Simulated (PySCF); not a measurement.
## Electron affinity of O by level of theory

O⁻ [He] 2s2 2p5 (2P) → O [He] 2s2 2p4 (3P), as a difference of total energies. Computed with PySCF 2.14 in aug-cc-pwCVTZ (7s6p4d2f, 59 functions), with no relativity, point nucleus. Correlated levels: valence and next inner shell: nothing frozen. The calculations carry no spin-orbit coupling.

| method | electron affinity (eV) | error (eV) |
| --- | --- | --- |
| UHF | -0.565 | -2.026 |
| MP2 (valence and next inner shell) | 1.425 | -0.036 |
| SCS-MP2 (valence and next inner shell) | 1.389 | -0.072 |
| CCSD (valence and next inner shell) | 1.186 | -0.275 |
| CCSD(T) (valence and next inner shell) | 1.340 | -0.121 |

Reference: 1.461 eV (measured; photodetachment measurements, as compiled on the Wikipedia data page of electron affinities).

Errors of the correlated levels include the incompleteness of this basis.

A negative affinity means that the anion lies above the atom at that level of theory.
